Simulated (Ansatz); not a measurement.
# NaC (quartet): wave-function methods side by side at distance C1–Na2 = 4.855 Å, cc-pVTZ

Aim: climb from Hartree-Fock through coupled cluster for NaC (quartet) at one geometry and basis, and see what each rung misses.

Computed with Ansatz 0.2.0, Gaussian basis. Level: cc-pVTZ, core rule «outside noble gas», up to 6 orbitals frozen.

Plan: UHF; CCSD(T) on ROHF; CCSD(T) on UHF; BCCD(T) on ROHF; CCSDT(Q) on ROHF; CCSDT(Q) on UHF; Full CI.

55 further runs of the same task are left out: 42 for a known fault of the program, 10 that didn't finish, 3 set aside as unsound or not needed.

## Step 1: The system

The geometry derives from a PBE0/def2-TZVP stationary point (not a proven minimum). One bond is set to the value named and the two fragments are kept rigid.

2 atoms, charge 0, spin multiplicity 4.

Atoms are counted from 1 here; the program's logs count them from 0.

No contacts short enough for the rule that draws bonds.

## Step 2: UHF

Contents of in.yaml:

```yaml
crystal:
  periodic: [false, false, false]
  atoms:
    - {symbol: C, position_ang: [0.000000, 0.000000, 0.000000]}
    - {symbol: Na, position_ang: [0.000000, 0.000000, 4.855000]}
basis:
  gaussian: {orbitals: cc-pVTZ}
magnetization: {spin_polarized: true, initial_magnetization: 3}
hamiltonian: {xc: hf}
output: {orbitals: {seedname: orbitals}}
```

Started as:

```
ansatz run in.yaml --threads 1 --pin off --events-out ev --progress --plain --max-ram 2393MiB
```

Further steps of the session: CCSD(T) on ROHF; CCSD(T) on UHF; BCCD(T) on ROHF; CCSDT(Q) on ROHF; CCSDT(Q) on UHF; Full CI.

Before running them: what should the planned runs give, taken together? Wanted: FCI from the RHF energy; RMP2 from FCI; UMP2 from FCI; RCCSD from FCI; RCCSD(T) from FCI; UCCSD(T) from FCI; RCCSDT(Q) from FCI; UCCSDT(Q) from FCI; T1 diagnostic.

**Answer**, as computed:

| quantity | value |
| --- | --- |
| FCI from the ROHF energy | -2.6097 eV |
| RMP2 from FCI | +61.7 kJ/mol |
| UMP2 from FCI | +61.5 kJ/mol |
| RCCSD from FCI | +7.4 kJ/mol |
| RCCSD(T) from FCI | +1.4 kJ/mol |
| UCCSD(T) from FCI | +1.2 kJ/mol |
| RCCSDT(Q) from FCI | -0.1 kJ/mol |
| UCCSDT(Q) from FCI | -0.3 kJ/mol |
| levels within 1 kcal/mol (43 meV) | RCCSD(T), UCCSD(T), BCCD(T), RCCSDT, UCCSDT, RCCSDT(Q), UCCSDT(Q) |
| T1 diagnostic | 0.037 |
| effectively unpaired electrons | 3.03 |

What this shows: RCCSD(T) misses by +1.4 kJ/mol, 0.6 % of the correlation energy. UCCSDT, UCCSDT(Q) fall below full CI: unrestricted runs freeze a spin-polarised core, another one than full CI's, and coupled cluster isn't variational. One determinant dominates. These misses are within one basis, not against nature; the frozen cores of restricted and unrestricted runs differ, which can shift their rows.

Levels on UHF freeze UHF's core orbitals, full CI those of ROHF, so the U rows can settle a little off it for that reason alone.
